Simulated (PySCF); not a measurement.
(E)-2-butenenitrile, C₄H₅N.
Numbering: `[CH3:1]/[CH:2]=[CH:3]/[C:4]#[N:5]` (hydrogens: H6, H7, H8 on C1; H9 on C2; H10 on C3)

Computed with PySCF at wB97X-D/pcSseg-2, non-relativistic, on one gas-phase PBE0-D3(BJ)/def2-TZVP geometry that isn't relaxed in the solvent. The solvent is an IEF-PCM continuum (van der Waals radii × 1.2). The model holds no explicit solvent molecules, cavitation or dispersion.

Gas phase at wB97X-D/pcSseg-2: HOMO -9.77 eV, LUMO 0.42 eV, dipole 4.87 D.

Task: What does the continuum do to the energy, the frontier levels and the dipole at wB97X-D/pcSseg-2 in chloroform?

Result: 
```json
{"solvent": "chloroform", "ε": "4.711", "E(solvent) − E(gas) (kJ/mol)": "-21.02", "polarisation term (kJ/mol)": "-25.03", "distortion of the solute (kJ/mol)": "4.01", "HOMO (eV)": "-9.67", "LUMO (eV)": "0.55", "dipole (D)": "5.98"}
```

The polarisation term is half the interaction of the solute with the surface charges that it induces; the rest is the cost of distorting the solute's density. The sum is the electrostatic part of solvation alone.

Task: Which radius a makes the point-dipole formula ΔE = −[(ε − 1)/(2ε + 1)]·μ²/a³ give the value in chloroform, with the gas-phase dipole?

Result: μ = 1.916 au and |ΔE| = 0.00800 Eh give a = 2.89 Å; the farthest nucleus lies 3.39 Å from the centroid of the nuclei, so such a sphere wouldn't even hold the nuclei. The formula assumes a rigid point dipole at the centre of a sphere.

Time: 28 s wall; peak memory 1.1 GiB. Hardware: an Intel Xeon Platinum 8488C with one thread, no GPU, on a shared host. This is the whole shielding run at wB97X-D/pcSseg-2 in chloroform, SCF included.

The pairwise dispersion term of wB97X-D wasn't added to the energies; at a given geometry it leaves orbitals and properties as they are.
